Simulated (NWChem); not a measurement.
## Correlation energy of hydrogen chloride (HCl)

```
Cl
H 1 1.2897
```
Charge 0, spin multiplicity 1.

All runs are NWChem calculations. All single points use one geometry, from B3LYP/def2-SVP, a minimum by its harmonic frequencies.

Basis set: cc-pVDZ. Each correlation energy counts from its own Hartree-Fock reference.

The correlated methods keep 5 core orbitals frozen. Coupled-cluster values serve here as a point of comparison, not as the truth.

```
method        correlation energy (mHa)
------------  ------------------------
RI-MP2                          -146.4
MP2                             -146.5
SCS-MP2                            [?]
CR-CCSD[T]                      -165.0
CR-CCSD(T)                      -165.0
CCSD                               [?]
CCSD+T(CCSD)                    -165.3
CCSD(T)                         -165.3
CCSDT                              [?]
```

Task: Fill in the missing entries.

Result: 
- SCS-MP2, correlation energy (mHa): -144.1
- CCSD, correlation energy (mHa): -162.9
- CCSDT, correlation energy (mHa): -165.5
